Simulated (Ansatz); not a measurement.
The end point of a relaxation of V. Space group Im-3m (No. 229), bcc (W type). Level of theory: PBE (plane waves to 420 eV, PAW, scalar-relativistic; Ansatz, a quantum-chemistry and plane-wave program).

```cif
data_V2
_chemical_formula_sum 'V2'
_space_group_name_H-M_alt 'Im-3m'
_space_group_IT_number 229
_space_group_name_Hall '-I 4 2 3'
_cell_length_a 2.99733
_cell_length_b 2.99733
_cell_length_c 2.99733
_cell_angle_alpha 90.000
_cell_angle_beta 90.000
_cell_angle_gamma 90.000
loop_
_atom_site_label
_atom_site_type_symbol
_atom_site_symmetry_multiplicity
_atom_site_Wyckoff_symbol
_atom_site_fract_x
_atom_site_fract_y
_atom_site_fract_z
_atom_site_occupancy
V1 V 2 a 0.00000 0.00000 0.00000 1
```
(The calculation used a cell of 1 atom; values per cell refer to that cell.)

```json
{
  "volume_per_atom": "13.46 Å³",
  "band_gap": "zero (metallic)",
  "shortest_distances": "V–V 2.60 Å",
  "k-mesh": "22×22×22"
}
```

Band energies at high-symmetry points (eV from the Fermi level; labels of this space group; no spin-orbit coupling), from −5 eV up to 2.1 eV:

```json
[
 {"point": "Γ", "energies": "0.41 0.41 0.41"},
 {"point": "H", "energies": "-3.00 -3.00"},
 {"point": "N", "energies": "-3.19 -1.14 1.63"},
 {"point": "P", "energies": "-1.13 -1.13 -1.13"}
]
```

No spin polarisation in the result.

Measured for V: a 3.021 Å (static lattice; corrected from measurement; as listed in Daniel Mejia-Rodriguez, S. B. Trickey, Phys. Rev. B (2018)). Computed minus measured — a: PBE -0.8 %. The computed values are for a static lattice.

It was reached from a disturbed copy of a I4₁/amd (No. 141) cell (AFLOW prototype A_tI4_141_a (A5, as in Sn)), against which it lies -0.47 eV/atom.
